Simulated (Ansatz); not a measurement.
# BH2SCl (SMILES SBCl) at CCSDTQ/STO-3G

Aim: the vertical ionisation energy of BH2SCl at CCSDTQ/STO-3G, from 2 runs. 

Program for the calculation: Ansatz 0.2.0.

61 further runs of the same task are left out: 1 that didn't finish, 60 set aside as unsound or not needed.

## Step 1: Starting point

BH2SCl has 5 atoms, charge 0, and is taken as a singlet. SMILES: `SBCl`. The shape is that of a PBE0-D4/def2-TZVP optimisation. This is one conformer, not always the lowest.

Bond lengths: S1–B2 1.779 Å, B2–Cl3 1.745 Å, S1–H4 1.343 Å, B2–H5 1.189 Å. Angles: S1–B2–Cl3 118.6°, S1–B2–H5 122.1°, Cl3–B2–H5 119.3°, B2–S1–H4 96.0°.

## Step 2: A single-point energy at CCSDTQ/STO-3G

molecule.yaml

```yaml
crystal:
  periodic: [false, false, false]
  atoms:
    - {symbol: S, position_ang: [-1.294500, -0.008800, -0.323500]}
    - {symbol: B, position_ang: [0.402900, -0.217800, 0.164700]}
    - {symbol: Cl, position_ang: [0.888700, -1.738900, 0.868900]}
    - {symbol: H, position_ang: [-1.157600, 1.248200, -0.777100]}
    - {symbol: H, position_ang: [1.210400, 0.643400, 0.025700]}
basis:
  gaussian:
    orbitals: STO-3G
total_charge: 0
correlation:
  method: ccsdtq
  frozen_orbitals: {B: 1, Cl: 5, H: 0, S: 5}
accuracy: high
scf:
  omitted_lower_state_checks: [cluster_reference, increment]
```

Started as:

```bash
ansatz run molecule.yaml --threads 1 --pin off --max-ram 2610MiB --events-out events.jsonl --progress --plain --runs-dir runs
```

Output, shortened:

```text
Warning: RAYON_NUM_THREADS=1 ignored (pool sized by the plan → 1); use --threads N
Functional definition: HF
  name "HF"
[...]
450 factors; integrals over basis functions are off by at most 2.0e-8 eV
[...]
mean field -23765.22755300 eV, -873.3560039230 hartree, gradient 9.7e-8 eV, S^2 0.000000; 0 other end points of the search recorded, 0 dependent functions left out
11 core orbitals not correlated: weight in the atoms' cores, before any rotation towards them, 1.000 or more for the frozen orbitals, at most 0.000 for the correlated occupied ones
reference -23765.22755300 eV, -873.3560039230 hartree; 9, 9 occupied and 5, 5 virtual orbitals, 450 factors
second order -2.03750500 eV of doubles, -0.00000000 eV of singles
cycle   1  -2.37498212 eV  change   -3.4e-1 eV  update   8.4e-2
[...]
cycle  21  -2.73122033 eV  change  -1.9e-10 eV  update   1.1e-9
Total energy: -23767.95877333 eV, -873.4563744189 hartree
Checks for a lower state left out: cluster_reference, increment
```

It took 8.7 s on 1 thread of Arm Neoverse V1, shared host; peak memory 0.15 GiB.

## Step 3: The doublet cation at the same level

run.yaml

```yaml
crystal:
  periodic: [false, false, false]
  atoms:
    - {symbol: S, position_ang: [-1.294500, -0.008800, -0.323500]}
    - {symbol: B, position_ang: [0.402900, -0.217800, 0.164700]}
    - {symbol: Cl, position_ang: [0.888700, -1.738900, 0.868900]}
    - {symbol: H, position_ang: [-1.157600, 1.248200, -0.777100]}
    - {symbol: H, position_ang: [1.210400, 0.643400, 0.025700]}
basis:
  gaussian: {orbitals: STO-3G}
total_charge: 1
magnetization: {spin_polarized: true, initial_magnetization: 1}
correlation: {method: ccsdtq, frozen_orbitals: {B: 1, Cl: 5, H: 0, S: 5}}
accuracy: high
scf: {omitted_lower_state_checks: [cluster_reference, increment]}
```

Started as:

```bash
ansatz run run.yaml --threads 1 --pin off --max-ram 2610MiB --events-out events.jsonl --progress --plain --runs-dir runs
```

Output, shortened:

```text
Warning: RAYON_NUM_THREADS=1 ignored (pool sized by the plan → 1); use --threads N
[... 2 set-up lines as earlier in the session ...]
[...]
450 factors; integrals over basis functions are off by at most 2.0e-8 eV
[...]
mean field -23757.54392800 eV, -873.0736359124 hartree, gradient 2.2e-8 eV, S^2 0.758386; 1 other end points of the search recorded, 0 dependent functions left out
11 core orbitals not correlated: weight in the atoms' cores, before any rotation towards them, 1.000 or more for the frozen orbitals, at most 0.000 for the correlated occupied ones
reference -23757.54392800 eV, -873.0736359124 hartree; 9, 8 occupied and 5, 6 virtual orbitals, 450 factors
second order -1.92803740 eV of doubles, -0.00000000 eV of singles
cycle   1  -2.27639096 eV  change   -3.5e-1 eV  update   8.9e-2
[...]
cycle  32  -2.69116822 eV  change  -1.3e-10 eV  update   1.7e-9
Total energy: -23760.23509622 eV, -873.1725345202 hartree
Checks for a lower state left out: cluster_reference, increment
```

Run time: 95 s. Hardware: 1 thread of Arm Neoverse V1, shared host; peak memory 0.55 GiB.

## Step 4: What came out

At CCSDTQ/STO-3G, 11 core orbitals frozen:

| quantity | value |
| --- | --- |
| singlet BH2SCl: total energy | -873.45637 Eh |
| singlet BH2SCl: correlation energy (11 core orbitals frozen) | -100.4 mEh |
| singlet BH2SCl: T1 diagnostic | 0.017 |
| doublet cation: total energy | -873.17253 Eh |
| doublet cation: correlation energy (11 core orbitals frozen) | -98.9 mEh |
| doublet cation: ⟨S²⟩ of the reference determinant | 0.758 |
| doublet cation: T1 diagnostic | 0.028 |
| vertical ionisation energy (to the doublet cation) | 7.724 eV |

What this shows: The vertical ionisation energy comes to 7.72 eV (745 kJ/mol). In a minimal basis such a difference can be off by several eV, whatever the method.
